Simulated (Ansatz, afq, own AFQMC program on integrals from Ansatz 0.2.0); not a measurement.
Where AFQMC and coupled cluster stand for AlNH₂, triplet

```yaml
atoms:
  - { symbol: Al, position_ang: [0.0000, -0.0812, 0.5665] }
  - { symbol: N, position_ang: [0.0000, 0.0287, -1.0428] }
  - { symbol: H, position_ang: [0.0000, 1.3537, 1.2997] }
  - { symbol: H, position_ang: [0.0000, 0.4202, -1.9723] }
```

Connectivity, by distances: AlH–NH.

Basis cc-pVDZ. Noble-gas cores (and the filled d shells of Ga–Kr and In–Xe) are frozen. AFQMC by an in-house program on the Cholesky factors that Ansatz 0.2.0 writes for its CCSD(T) run. The CISD trial takes its coefficients from CCSD amplitudes. Released means that phaseless walkers are propagated on without the constraint, phases kept. Free AFQMC starts from the CCSD state and is never constrained. Its projection time is finite, and what remains of the start isn't in its error. ± is one standard error of the sampling.

Determinant: UHF, the one that the program's search chose, which needn't be the lowest solution. The geometry is a point of a scan.

No full CI on the walks' own integrals is used here; CCSDT(Q) serves as the reference and is uncertain by about the last step of the cluster series.

Cautions: lower spins were not checked.

The T1 diagnostic is 0.0198 and the weight of the determinant in the CISD state is 0.906. The ⟨S²⟩ of the determinant is 2.014. The size of the correlated space is 10 electrons in 36 orbitals.

| level | correlation energy (eV) |
| --- | --- |
| MP2 | -4.8725 |
| CCSD | -5.6141 |
| CCSD(T) | -5.7405 |

(1) Estimate where AFQMC with the constraint released lies against CCSD(T) on the same integrals.

(1) 0.91 ± 0.31 kcal/mol below CCSD(T).

Reference: CCSDT(Q), correlation energy -5.780 eV. The released energy is read at 1.62 1/Eh, later times being too noisy (meV from the phaseless value at times in 1/Eh: -22 ± 10 at 0.24, -15 ± 10 at 0.51, -19 ± 11 at 0.99, -36 ± 13 at 1.62, -73 ± 15 at 2.40).

```
         level  E − E(reference) (kcal/mol)  share of correlation (%)
       CCSD(T)                         0.91                     99.32
         CCSDT                         0.27                     99.80
   ph-AFQMC/HF                  1.18 ± 1.27                     99.12
 ph-AFQMC/CISD                  0.83 ± 0.15                     99.38
released AFQMC                  0.00 ± 0.31                    100.00
    free AFQMC                  0.04 ± 0.23                     99.97
```

Free projections are given only where their last times agree within the noise and don't stop above the reference; a slow remainder of the start can still hide under it. A walk keeps the symmetry of its determinant, which the program's search chose and which needn't be the lowest solution, so a lower state of the same spin and another symmetry isn't excluded. Released energies are given only where the last usable release times agree within the noise; a slower fall can still hide under it.
